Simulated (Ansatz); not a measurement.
Basis-set extrapolation for C5H6O, SMILES `CC(C)=C=C=O` (PBE0-D4/def2-TZVP geometry, frozen core, Ansatz). Multiplicity 1, RHF reference.

```json
{"": "HF", "def2-TZVPP": "-267.727154", "def2-QZVPP": "-267.738833"}
{"": "MP2 correlation", "def2-TZVPP": "-1.034501", "def2-QZVPP": "-1.103304"}
{"": "CCSD(T) correlation", "def2-TZVPP": "-1.113292", "def2-QZVPP": "not run"}
```

Energies in hartree. Use E(X) = E(∞) + A·exp(−7.88·√X) for Hartree–Fock and E(X) = E(∞) + B·X^(−2.97) for correlation, with X = 3 and 4, and add CCSD(T) minus MP2 of the smaller set to the MP2 limit.

Problem. What is the CCSD(T) energy at the basis-set limit?

Solution. HF limit: -267.738833 + (-0.011679) × 0.13774 = -267.74044. MP2 limit: -1.103304 + (-0.068803) × 0.74074 = -1.15427. Higher-order term: -1.113292 − (-1.034501) = -0.07879. Total: -268.97350 hartree, 349.3 kJ/mol below CCSD(T)/def2-TZVPP.
